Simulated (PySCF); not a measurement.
# CH₄OS, a complex of two parts: interaction energy

The task here is to estimate one member of a computed series from the others.

Computed with PySCF 2.14.0; each step states its level. No surroundings beyond the atoms listed, unless a continuum is named. Atoms count from 0, parts from 1.

## The system as given

7 atoms, charge 0, multiplicity 1; geometry: GFN2-xTB. Parts: 1 = atoms 0–2, `O`, charge 0; 2 = atoms 3–6, `C=S`, charge 0.

The first run:

What the job is given:

```
{"job": {"xc": "PBE0", "basis": "def2-SVPD", "d3": "d3bj", "grid": 2, "kind": "geom", "shake": 0.01}, "charge": 0, "multiplicity": 1, "parts": [{"atoms": "0-2", "charge": 0, "multiplicity": 1}, {"atoms": "3-6", "charge": 0, "multiplicity": 1}]}
O      0.017458     0.230555     0.004795
H     -0.769638    -0.311410    -0.152177
H      0.643132    -0.289814     0.427295
C      2.599707     1.310356     1.651730
S      2.648302    -0.287696     1.872136
H      1.782059     1.754783     1.048043
H      3.299789     1.974202     2.103755
```

Command:

```console
$ OMP_NUM_THREADS=1 python cluster_run.py task.json out
```

This one command runs all jobs of the session in turn.

Steps of the session up to this table: Relaxing the molecule at PBE0-D3(BJ)/def2-SVPD; Coupled-cluster interaction energy: CCSD(T) and MP2.

One table of the session follows, with a row left open; its other results are not shown here.

It belongs to the step «Coupled-cluster interaction energy: CCSD(T) and MP2». 

```
                 method  interaction energy (kcal/mol)
         HF/aug-cc-pVDZ                          -2.04
        MP2/aug-cc-pVDZ                          -3.68
       CCSD/aug-cc-pVDZ                          -3.18
    CCSD(T)/aug-cc-pVDZ                              ?
         HF/aug-cc-pVTZ                          -2.06
        MP2/aug-cc-pVTZ                          -4.36
    SCS-MP2/aug-cc-pVTZ                          -3.56
      MP2, extrapolated                          -4.63
CCSD(T), limit estimate                          -4.47
```

Estimate the missing values for CCSD(T)/aug-cc-pVDZ.

**Answer.** interaction energy (kcal/mol): -3.52. In the column «interaction energy (kcal/mol)» it lies between SCS-MP2/aug-cc-pVTZ (-3.56) and CCSD/aug-cc-pVDZ (-3.18).
